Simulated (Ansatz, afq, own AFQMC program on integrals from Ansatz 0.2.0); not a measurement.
# C₂H₇, doublet: AFQMC among the cluster methods

```xyz
9

C    -1.2214    0.0000    0.0000
H    -1.5846    1.0273    0.0000
H    -1.5846   -0.5137    0.8897
H    -1.5846   -0.5137   -0.8897
H     0.1916    0.0000    0.0000
C     1.2816    0.0000    0.0000
H     1.2816   -1.0800    0.0000
H     1.2816    0.5400    0.9353
H     1.2816    0.5400   -0.9353
```

Basis cc-pVDZ. Noble-gas cores (and the filled d shells of Ga–Kr and In–Xe) are frozen. Integrals, coupled cluster, full CI and functionals: Ansatz 0.2.0; the random walks run on the same integrals in our own AFQMC program. The CISD trial takes its coefficients from CCSD amplitudes. Released means that phaseless walkers are propagated on without the constraint, phases kept. Error bars are statistical, one sigma.

Determinant: UHF, the one that the program's search chose, which needn't be the lowest solution. The geometry is a point of a scan.

No full CI on the walks' own integrals is used here; CCSDT(Q) serves as the reference and is uncertain by about the last step of the cluster series.

- T1 diagnostic: 0.0109
- weight of the determinant in the CISD state: 0.871
- ⟨S²⟩ of the determinant: 0.777
- size of the correlated space: 15 electrons in 61 orbitals

Reference: CCSDT(Q), correlation energy -9.880 eV. The released energy is read at 1.50 1/Eh (meV from the phaseless value at times in 1/Eh: -3 ± 3 at 0.24, -4 ± 4 at 0.51, -8 ± 3 at 0.99, -6 ± 5 at 1.50).

| level | E − E(reference) (mEh) | share of correlation (%) |
| --- | --- | --- |
| HF | 363.08 | 0.00 |
| MP2 | 53.61 | 85.23 |
| CCSD | 10.01 | 97.24 |
| CCSD(T) | 1.33 | 99.63 |
| CCSDT | 0.42 | 99.89 |
| ph-AFQMC/HF | -0.32 ± 1.12 | 100.09 |
| ph-AFQMC/CISD | 0.04 ± 0.16 | 99.99 |
| released AFQMC | -0.19 ± 0.18 | 100.05 |

A walk keeps the symmetry of its determinant, which the program's search chose and which needn't be the lowest solution, so a lower state of the same spin and another symmetry isn't excluded. Released energies are given only where the last usable release times agree within the noise; a slower fall can still hide under it.
